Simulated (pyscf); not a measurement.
# Four-centre exchange: HO–AsH–OH + water (H₂O) → water (H₂O) + HO–AsH–OH

Gas phase, singlet surface, charge 0. Bonds broken: O1–As2, O7–H8. Bonds formed: O1–H8, As2–O7. Optimised with ωB97X-D3(BJ)/def2-SVP in PySCF.

Transition state (Å):

```xyz
9

O     -1.3878    -0.2217    -1.0503
As    -0.8119     0.0304     0.9732
O     -1.3175     1.6894     0.6049
H     -1.9341    -1.0171    -1.1086
H      0.4091     0.6388     1.7250
H     -1.9235     1.5907    -0.1475
O      0.8078    -0.5880    -0.3098
H      0.0453    -0.5266    -1.0207
H      1.4380     0.1323    -0.4538
```

One imaginary mode, 332i cm⁻¹; descent along it reached the two sides named, in the forms told below.

```tsv
bond	change	reactant side (Å)	saddle	product side
O1–As2	breaks	1.799	2.119	3.0
O7–H8	breaks	0.967	1.044	1.978
O1–H8	forms	2.091	1.466	0.975
As2–O7	forms	3.3	2.157	1.817
```

Electronic energies relative to the separated reactants (eV):

```json
[
 {"level": "ωB97X-D3(BJ)/def2-TZVP", "barrier": "1.15", "reaction energy": "0.00", "reverse barrier": "1.15"},
 {"level": "PBE/def2-TZVP", "barrier": "0.84", "reaction energy": "0.00", "reverse barrier": "0.84"},
 {"level": "r²SCAN/def2-TZVP", "barrier": "0.96", "reaction energy": "0.00", "reverse barrier": "0.96"},
 {"level": "B3LYP-D3(BJ)/def2-TZVP", "barrier": "1.04", "reaction energy": "0.00", "reverse barrier": "1.04"},
 {"level": "PBE0-D3(BJ)/def2-TZVP", "barrier": "1.03", "reaction energy": "0.00", "reverse barrier": "1.03"},
 {"level": "M06-2X/def2-TZVP", "barrier": "1.14", "reaction energy": "0.00", "reverse barrier": "1.14"},
 {"level": "ωB97M-D3(BJ)/def2-TZVP", "barrier": "1.12", "reaction energy": "0.00", "reverse barrier": "1.12"},
 {"level": "HF/def2-TZVP", "barrier": "1.97", "reaction energy": "0.00", "reverse barrier": "1.97"}
]
```

With ωB97M-D3(BJ)/def2-TZVP energies and thermal terms (ideal gas, 1 atm, RRHO with modes under 100 cm⁻¹ raised to 100, one conformer, R ln 2 for chiral ones without a mode under 150 cm⁻¹), in eV:

| T (K) | ΔH‡ | ΔG‡ | ΔH | ΔG |
|---|---|---|---|---|
| 298 | 1.13 | 1.64 | 0.00 | 0.00 |
| 600 | 1.12 | 2.16 | 0.00 | 0.00 |
| 900 | 1.14 | 2.68 | 0.00 | 0.00 |
| 1200 | 1.16 | 3.19 | 0.00 | 0.00 |

On the reactant side the descent ends in a complex, 0.25 eV under the separated species and 1.40 eV under the saddle at ωB97X-D3(BJ)/def2-TZVP. On the product side the descent ends in a bound adduct, 0.38 eV under the separated species and 1.54 eV under the saddle at ωB97X-D3(BJ)/def2-TZVP. One saddle was located; it need not be the lowest between these sides. Elements up to Kr have no core potential and no relativistic terms here.
